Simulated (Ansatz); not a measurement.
**C₃H₅ radical: a ladder of functionals and wavefunction methods**

The task here is to estimate one member of a computed series from the others.

Program: Ansatz 0.2.0, Gaussian basis. Level of theory: functionals in def2-TZVPP, the program's frozen cores in correlated methods. These are calculated values, not measurements.

Plan: LDA (SPW92), PBE-D4, revPBE-D4, BLYP-D4, r2SCAN-D4, B97M-V, PBE0-D4, B3LYP-D4, r2SCANh-D4, r2SCAN0-D4, HSE06-D4, BHLYP-D4, CAM-B3LYP-D4, LC-ωPBE, ωB97X-V, ωB97M-V, B2PLYP, PBE-QIDH; CCSD(T)/def2-SVP; CCSD(T)/def2-TZVPP; MP2/def2-QZVPP; extrapolation to the limit; RPA on PBE.

## The geometry

The geometry comes from an earlier relaxation with PBE0-D4 in a triple-zeta def2 set; it is a stationary point, not always the lowest conformer.

SMILES `[CH]1CC1`, 8 atoms, charge 0, spin multiplicity 2.

Atoms are counted from 1 here; the program's logs count them from 0.

Bond lengths: C1–C2 1.459 Å, C1–C3 1.459 Å, C1–H4 1.079 Å, C2–C3 1.523 Å, C2–H5 1.087 Å, C2–H6 1.087 Å, C3–H7 1.087 Å, C3–H8 1.087 Å. Angles: C2–C1–C3 62.9°, C2–C1–H4 132.7°, C3–C1–H4 132.7°, C1–C2–C3 58.5°, C1–C2–H5 119.2°, C1–C2–H6 118.9°, C3–C2–H5 119.0°, C3–C2–H6 116.7°, H5–C2–H6 113.8°, C1–C3–C2 58.5°, C1–C3–H7 118.9°, C1–C3–H8 119.2°, C2–C3–H7 116.7°, C2–C3–H8 119.0°, H7–C3–H8 113.8°.

Set-up of the first run:

Input file in.yaml:

```yaml
crystal:
  periodic: [false, false, false]
  atoms:
    - {symbol: C, position_ang: [-0.922350, -0.237270, -0.208902]}
    - {symbol: C, position_ang: [0.037439, 0.758934, 0.254354]}
    - {symbol: C, position_ang: [0.443585, -0.691156, 0.028681]}
    - {symbol: H, position_ang: [-1.570516, -0.284719, -1.070573]}
    - {symbol: H, position_ang: [0.388644, 1.518561, -0.439036]}
    - {symbol: H, position_ang: [-0.013710, 1.097516, 1.285585]}
    - {symbol: H, position_ang: [0.653196, -1.283791, 0.914989]}
    - {symbol: H, position_ang: [1.075911, -0.935173, -0.820897]}
basis:
  gaussian: {orbitals: def2-TZVPP}
magnetization: {spin_polarized: true, initial_magnetization: 1}
hamiltonian: {xc: lda}
output: {orbitals: {seedname: orbitals}}
```

Steps of the session up to this table: LDA; PBE-D4 (GGA); revPBE-D4 (GGA); BLYP-D4 (GGA); r2SCAN-D4 (meta-GGA); B97M-V (meta-GGA); PBE0-D4 (hybrid); B3LYP-D4 (hybrid); r2SCANh-D4 (hybrid); r2SCAN0-D4 (hybrid); HSE06-D4 (hybrid); BHLYP-D4 (hybrid); CAM-B3LYP-D4 (range-separated); LC-ωPBE-D4 (range-separated; the results give it without D4); ωB97X-V (range-separated); ωB97M-V (range-separated); B2PLYP (double hybrid); PBE-QIDH (double hybrid).

One table of the session follows, with a row left open; its other results are not shown here.

It belongs to the step «Orbital energies across the functionals». 

```
  functional  HOMO (eV)  LUMO (eV)  gap (eV)
 LDA (SPW92)      -4.84      -3.27      1.58
      PBE-D4      -4.90      -2.73      2.17
   revPBE-D4      -4.88      -2.59      2.29
     BLYP-D4      -4.72      -2.77      1.95
   r2SCAN-D4      -5.34      -2.00      3.34
      B97M-V      -5.10      -2.44      2.66
     PBE0-D4      -6.31      -1.46      4.85
    B3LYP-D4      -5.99      -1.95      4.04
  r2SCANh-D4      -5.86      -1.58      4.28
  r2SCAN0-D4      -6.64      -0.97      5.67
    HSE06-D4          ?          ?         ?
    BHLYP-D4      -7.54      -0.34      7.19
CAM-B3LYP-D4      -7.64      -0.46      7.18
     LC-ωPBE      -9.16       1.08     10.24
     ωB97X-V      -8.57       0.53      9.10
     ωB97M-V      -8.34       0.41      8.75
```

Estimate the missing values for HSE06-D4.

As computed: HOMO (eV): -5.90; LUMO (eV): -1.85; gap (eV): 4.05. In the column «HOMO (eV)» it lies between B3LYP-D4 (-5.99) and r2SCANh-D4 (-5.86).
